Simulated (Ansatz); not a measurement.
Ansatz (an electronic-structure program) input (HF/6-31G*):

Ansatz 0.2 input:
```yaml
crystal:
  periodic: [false, false, false]
  atoms:
    - {symbol: O, position_ang: [1.17783268, 0.33387119, 0.00231294]}
    - {symbol: C, position_ang: [-0.00500133, 0.67150782, -0.00710202]}
    - {symbol: C, position_ang: [-0.95875446, -0.64411653, 0.00204155]}
    - {symbol: H, position_ang: [-0.40250217, -1.58840028, 0.01474783]}
    - {symbol: H, position_ang: [-1.62314211, -0.61424194, 0.87304839]}
    - {symbol: H, position_ang: [-1.61448246, -0.63267512, -0.87593695]}
basis:
  gaussian:
    orbitals: 6-31G*
hamiltonian:
  xc: {name: HF}
total_charge: -1
phonons: {temperatures: {t_min: 298.15, t_max: 298.15, t_step: 100}}
```

Output:

```
WARN ansatz: RAYON_NUM_THREADS=1 ignored (pool sized by the plan → 1); use --threads N
Functional definition: HF
integrals: 0.01 GiB planned
566 factors; integrals over basis functions are off by at most 4.1e-4 eV
mean field: 0.08 GiB planned
mean field evaluation 1: about -4141.2381 eV, gradient 2.1e1 eV
mean field evaluation 2: about -4141.2376 eV, gradient 2.1e1 eV
mean field evaluation 4: about -4142.5264 eV, gradient 3.9e0 eV
mean field evaluation 8: about -4142.5725 eV, gradient 2.8e-2 eV
mean field -4142.57229958 eV, -152.2367240734 hartree, gradient 2.1e-5 eV, S^2 0.000000; 0 other end points of the search recorded, 0 dependent functions left out
the calculation of the forces begins
reference -4142.57229958 eV, -152.2367240734 hartree; 12, 12 occupied and 39, 39 virtual orbitals, 566 factors
these checks for a lower state are left out or cut short: stability, starts, cluster_reference, orbital_swaps, neighbouring_geometries, increment
integrals: 0.01 GiB planned
566 factors; integrals over basis functions are off by at most 4.1e-4 eV
mean field: 0.08 GiB planned
mean field evaluation 16: about -4142.5723 eV, gradient 3.1e-6 eV
mean field -4142.57226054 eV, -152.2367226385 hartree, gradient 2.6e-6 eV, S^2 0.000000; 0 other end points of the search recorded, 0 dependent functions left out
the calculation of the forces begins
reference -4142.57226054 eV, -152.2367226385 hartree; 12, 12 occupied and 39, 39 virtual orbitals, 566 factors
these checks for a lower state are left out or cut short: stability, starts, cluster_reference, orbital_swaps, neighbouring_geometries, increment
integrals: 0.01 GiB planned
566 factors; integrals over basis functions are off by at most 4.1e-4 eV
mean field: 0.08 GiB planned
mean field -4142.57226310 eV, -152.2367227325 hartree, gradient 2.6e-6 eV, S^2 0.000000; 0 other end points of the search recorded, 0 dependent functions left out
the calculation of the forces begins
reference -4142.57226310 eV, -152.2367227325 hartree; 12, 12 occupied and 39, 39 virtual orbitals, 566 factors
these checks for a lower state are left out or cut short: stability, starts, cluster_reference, orbital_swaps, neighbouring_geometries, increment
integrals: 0.01 GiB planned
566 factors; integrals over basis functions are off by at most 4.1e-4 eV
mean field: 0.08 GiB planned
mean field evaluation 32: about -4142.5722 eV, gradient 1.5e-6 eV
mean field -4142.57217794 eV, -152.2367196029 hartree, gradient 2.4e-6 eV, S^2 0.000000; 0 other end points of the search recorded, 0 dependent functions left out
the calculation of the forces begins
reference -4142.57217794 eV, -152.2367196029 hartree; 12, 12 occupied and 39, 39 virtual orbitals, 566 factors
these checks for a lower state are left out or cut short: stability, starts, cluster_reference, orbital_swaps, neighbouring_geometries, increment
integrals: 0.01 GiB planned
566 factors; integrals over basis functions are off by at most 4.1e-4 eV
mean field: 0.08 GiB planned
mean field -4142.57218539 eV, -152.2367198769 hartree, gradient 2.4e-6 eV, S^2 0.000000; 0 other end points of the search recorded, 0 dependent functions left out
the calculation of the forces begins
reference -4142.57218539 eV, -152.2367198769 hartree; 12, 12 occupied and 39, 39 virtual orbitals, 566 factors
these checks for a lower state are left out or cut short: stability, starts, cluster_reference, orbital_swaps, neighbouring_geometries, increment
integrals: 0.01 GiB planned
566 factors; integrals over basis functions are off by at most 4.1e-4 eV
mean field: 0.08 GiB planned
mean field -4142.57220578 eV, -152.2367206263 hartree, gradient 2.6e-6 eV, S^2 0.000000; 0 other end points of the search recorded, 0 dependent functions left out
the calculation of the forces begins
reference -4142.57220578 eV, -152.2367206263 hartree; 12, 12 occupied and 39, 39 virtual orbitals, 566 factors
these checks for a lower state are left out or cut short: stability, starts, cluster_reference, orbital_swaps, neighbouring_geometries, increment
integrals: 0.01 GiB planned
566 factors; integrals over basis functions are off by at most 4.1e-4 eV
mean field: 0.08 GiB planned
mean field -4142.57219986 eV, -152.2367204086 hartree, gradient 2.6e-6 eV, S^2 0.000000; 0 other end points of the search recorded, 0 dependent functions left out
the calculation of the forces begins
reference -4142.57219986 eV, -152.2367204086 hartree; 12, 12 occupied and 39, 39 virtual orbitals, 566 factors
these checks for a lower state are left out or cut short: stability, starts, cluster_reference, orbital_swaps, neighbouring_geometries, increment
integrals: 0.01 GiB planned
566 factors; integrals over basis functions are off by at most 4.1e-4 eV
mean field: 0.08 GiB planned
[...]
mean field: 0.08 GiB planned
mean field -4142.57216246 eV, -152.2367190342 hartree, gradient 2.6e-6 eV, S^2 0.000000; 0 other end points of the search recorded, 0 dependent functions left out
the calculation of the forces begins
reference -4142.57216246 eV, -152.2367190342 hartree; 12, 12 occupied and 39, 39 virtual orbitals, 566 factors
these checks for a lower state are left out or cut short: stability, starts, cluster_reference, orbital_swaps, neighbouring_geometries, increment
integrals: 0.01 GiB planned
566 factors; integrals over basis functions are off by at most 4.1e-4 eV
mean field: 0.08 GiB planned
mean field -4142.57213818 eV, -152.2367181419 hartree, gradient 2.5e-6 eV, S^2 0.000000; 0 other end points of the search recorded, 0 dependent functions left out
the calculation of the forces begins
reference -4142.57213818 eV, -152.2367181419 hartree; 12, 12 occupied and 39, 39 virtual orbitals, 566 factors
these checks for a lower state are left out or cut short: stability, starts, cluster_reference, orbital_swaps, neighbouring_geometries, increment
integrals: 0.01 GiB planned
566 factors; integrals over basis functions are off by at most 4.1e-4 eV
mean field: 0.08 GiB planned
mean field evaluation 96: about -4142.5735 eV, gradient 1.4e-1 eV
mean field -4142.57214375 eV, -152.2367183464 hartree, gradient 2.4e-6 eV, S^2 0.000000; 0 other end points of the search recorded, 0 dependent functions left out
the calculation of the forces begins
reference -4142.57214375 eV, -152.2367183464 hartree; 12, 12 occupied and 39, 39 virtual orbitals, 566 factors
these checks for a lower state are left out or cut short: stability, starts, cluster_reference, orbital_swaps, neighbouring_geometries, increment
integrals: 0.01 GiB planned
566 factors; integrals over basis functions are off by at most 4.1e-4 eV
mean field: 0.08 GiB planned
mean field -4142.57221546 eV, -152.2367209818 hartree, gradient 2.6e-6 eV, S^2 0.000000; 0 other end points of the search recorded, 0 dependent functions left out
the calculation of the forces begins
reference -4142.57221546 eV, -152.2367209818 hartree; 12, 12 occupied and 39, 39 virtual orbitals, 566 factors
these checks for a lower state are left out or cut short: stability, starts, cluster_reference, orbital_swaps, neighbouring_geometries, increment
integrals: 0.01 GiB planned
566 factors; integrals over basis functions are off by at most 4.2e-4 eV
mean field: 0.08 GiB planned
mean field -4142.57222727 eV, -152.2367214160 hartree, gradient 2.8e-6 eV, S^2 0.000000; 0 other end points of the search recorded, 0 dependent functions left out
the calculation of the forces begins
reference -4142.57222727 eV, -152.2367214160 hartree; 12, 12 occupied and 39, 39 virtual orbitals, 566 factors
these checks for a lower state are left out or cut short: stability, starts, cluster_reference, orbital_swaps, neighbouring_geometries, increment
integrals: 0.01 GiB planned
566 factors; integrals over basis functions are off by at most 4.1e-4 eV
mean field: 0.08 GiB planned
mean field -4142.57227230 eV, -152.2367230706 hartree, gradient 1.2e-6 eV, S^2 0.000000; 0 other end points of the search recorded, 0 dependent functions left out
the calculation of the forces begins
reference -4142.57227230 eV, -152.2367230706 hartree; 12, 12 occupied and 39, 39 virtual orbitals, 566 factors
these checks for a lower state are left out or cut short: stability, starts, cluster_reference, orbital_swaps, neighbouring_geometries, increment
integrals: 0.01 GiB planned
566 factors; integrals over basis functions are off by at most 4.1e-4 eV
mean field: 0.08 GiB planned
mean field evaluation 128: about -4142.5723 eV, gradient 2.7e-6 eV
mean field -4142.57227041 eV, -152.2367230013 hartree, gradient 2.7e-6 eV, S^2 0.000000; 0 other end points of the search recorded, 0 dependent functions left out
the calculation of the forces begins
reference -4142.57227041 eV, -152.2367230013 hartree; 12, 12 occupied and 39, 39 virtual orbitals, 566 factors
these checks for a lower state are left out or cut short: stability, starts, cluster_reference, orbital_swaps, neighbouring_geometries, increment
integrals: 0.01 GiB planned
566 factors; integrals over basis functions are off by at most 4.1e-4 eV
mean field: 0.08 GiB planned
mean field -4142.57225668 eV, -152.2367224967 hartree, gradient 2.1e-6 eV, S^2 0.000000; 0 other end points of the search recorded, 0 dependent functions left out
the calculation of the forces begins
reference -4142.57225668 eV, -152.2367224967 hartree; 12, 12 occupied and 39, 39 virtual orbitals, 566 factors
these checks for a lower state are left out or cut short: stability, starts, cluster_reference, orbital_swaps, neighbouring_geometries, increment
integrals: 0.01 GiB planned
566 factors; integrals over basis functions are off by at most 4.1e-4 eV
mean field: 0.08 GiB planned
mean field -4142.57224896 eV, -152.2367222129 hartree, gradient 1.9e-6 eV, S^2 0.000000; 0 other end points of the search recorded, 0 dependent functions left out
the calculation of the forces begins
reference -4142.57224896 eV, -152.2367222129 hartree; 12, 12 occupied and 39, 39 virtual orbitals, 566 factors
these checks for a lower state are left out or cut short: stability, starts, cluster_reference, orbital_swaps, neighbouring_geometries, increment
integrals: 0.01 GiB planned
566 factors; integrals over basis functions are off by at most 4.1e-4 eV
mean field: 0.08 GiB planned
mean field -4142.57228593 eV, -152.2367235714 hartree, gradient 8.2e-6 eV, S^2 0.000000; 0 other end points of the search recorded, 0 dependent functions left out
the calculation of the forces begins
reference -4142.57228593 eV, -152.2367235714 hartree; 12, 12 occupied and 39, 39 virtual orbitals, 566 factors
these checks for a lower state are left out or cut short: stability, starts, cluster_reference, orbital_swaps, neighbouring_geometries, increment
integrals: 0.01 GiB planned
566 factors; integrals over basis functions are off by at most 4.1e-4 eV
mean field: 0.08 GiB planned
mean field -4142.57228321 eV, -152.2367234716 hartree, gradient 7.8e-6 eV, S^2 0.000000; 0 other end points of the search recorded, 0 dependent functions left out
the calculation of the forces begins
reference -4142.57228321 eV, -152.2367234716 hartree; 12, 12 occupied and 39, 39 virtual orbitals, 566 factors
these checks for a lower state are left out or cut short: stability, starts, cluster_reference, orbital_swaps, neighbouring_geometries, increment
integrals: 0.01 GiB planned
566 factors; integrals over basis functions are off by at most 4.1e-4 eV
mean field: 0.08 GiB planned
mean field -4142.57222544 eV, -152.2367213486 hartree, gradient 1.7e-6 eV, S^2 0.000000; 0 other end points of the search recorded, 0 dependent functions left out
the calculation of the forces begins
reference -4142.57222544 eV, -152.2367213486 hartree; 12, 12 occupied and 39, 39 virtual orbitals, 566 factors
these checks for a lower state are left out or cut short: stability, starts, cluster_reference, orbital_swaps, neighbouring_geometries, increment
integrals: 0.01 GiB planned
566 factors; integrals over basis functions are off by at most 4.1e-4 eV
mean field: 0.08 GiB planned
mean field evaluation 160: about -4142.5722 eV, gradient 2.2e-6 eV
mean field -4142.57222774 eV, -152.2367214332 hartree, gradient 2.2e-6 eV, S^2 0.000000; 0 other end points of the search recorded, 0 dependent functions left out
the calculation of the forces begins
reference -4142.57222774 eV, -152.2367214332 hartree; 12, 12 occupied and 39, 39 virtual orbitals, 566 factors
Total energy: -4142.57229958 eV, -152.2367240734 hartree
Atom 0 at     1.177833     0.333871     0.002313 Å, force    -0.002232    -0.000550    -0.000005 eV/Å
Atom 1 at    -0.005001     0.671508    -0.007102 Å, force     0.000461     0.001182    -0.000010 eV/Å
Atom 2 at    -0.958754    -0.644117     0.002042 Å, force    -0.001904     0.000511    -0.000015 eV/Å
Atom 3 at    -0.402502    -1.588400     0.014748 Å, force     0.000549    -0.002246     0.000026 eV/Å
Atom 4 at    -1.623142    -0.614242     0.873048 Å, force     0.001565     0.000546    -0.000546 eV/Å
Atom 5 at    -1.614482    -0.632675    -0.875937 Å, force     0.001560     0.000558     0.000550 eV/Å
Dipole moment:    -0.358244    -0.456681     0.003039 e Å
Vibrations: 106.50 494.51 667.81 851.61 1068.81 1408.95 1604.97 1614.71 1750.27 3080.04 3130.08 3140.40 cm⁻¹, zero-point energy 1.172807 eV
```

The blocks after the first are displaced geometries, from whose forces the wavenumbers follow.

The dipole moment of an ion depends on the origin.
